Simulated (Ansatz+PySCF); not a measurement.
**singlet H₂O: levels of theory in one basis**

```xyz
3

O     0.0000    0.0000   -0.2812
H     0.0000    1.7723    1.1248
H     0.0000   -1.7723    1.1248
```

Basis set: 6-31G (spherical functions). Frozen core: 1 orbital. Charge 0, multiplicity 1.

Computed with Ansatz (development build ahead of 0.2.0); each method stands on the lowest determinant of its kind that the runs found.

```tsv
method	E − E(RHF) (eV)	<S²> of the determinant
RHF	0.00	0.00
UHF	-7.98	1.93
RHF-MP2	-5.56	–
UHF-MP2	-9.39	1.93
RHF-CCSD	-9.28	–
UHF-CCSD	-9.71	1.93
RHF-CCSD(T)	-11.02	–
UHF-CCSD(T)	-9.76	1.93
```

(1) What does full CI (lowest root of this spin) give on the same scale?

(2) Is a single determinant a sound starting point here?

Answers

(1) -9.91 eV.

At such a shape the full CI root can have another spatial symmetry than the determinants, so the rows needn't describe one state.

(2) It is doubtful. Unrestricted orbitals lower Hartree–Fock by 7.98 eV and <S²> is 1.93 where a pure state has 0.00, a sign of strong static correlation.

Caution for RHF, RHF-MP2, RHF-CCSD, RHF-CCSD(T): an unrestricted determinant lies well below. Caution for UHF, UHF-MP2, UHF-CCSD, UHF-CCSD(T): the unrestricted determinant is a mixture of spin states. Caution for RHF-MP2: large amplitudes, a single reference is doubtful; another reference gives a lower total. Caution for RHF-MP2, UHF-CCSD, UHF-CCSD(T): the program doubts this total. Caution for UHF-MP2, UHF-CCSD, UHF-CCSD(T): bonds are stretched, where a single reference can fail; a plain start can end on a higher determinant. Caution for RHF-CCSD, RHF-CCSD(T): very large amplitudes, the method is breaking down; the amplitudes may be one of several solutions.
